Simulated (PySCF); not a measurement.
**Working out the electron affinity of O**

O⁻ [He] 2s2 2p5 (2P) → O [He] 2s2 2p4 (3P). Computed with PySCF 2.14 in x2c-TZVPPall with one added diffuse shell each of s, p, d type (6s4p3d1f, 40 functions), with scalar relativity by spin-free X2C-1e. Frozen: nothing. Energies in hartree (1 hartree = 27.21139 eV):

```
            part  O⁻ (lower)   O (upper)
             UHF  -74.846796  -74.868206
CCSD correlation   -0.240962   -0.178050
             (T)   -0.008434   -0.003188
```

Problem. What does Hartree-Fock give?

Solution. (-74.868206) − (-74.846796) = -0.021410 hartree = -0.583 eV.

Problem. What do CCSD and CCSD(T) give?

Solution. The CCSD correlation energies differ by 0.062912 hartree = 1.712 eV and the triples by 0.005246 hartree = 0.143 eV, so CCSD gives 1.129 eV and CCSD(T) 1.272 eV.

A first-order spin-orbit estimate adds -0.001 eV to CCSD(T) (valence and next inner shell), giving 1.271 eV against 1.461 eV (measured; photodetachment measurements, as compiled on the Wikipedia data page of electron affinities).

What remains against the reference includes basis incompleteness and higher excitations.
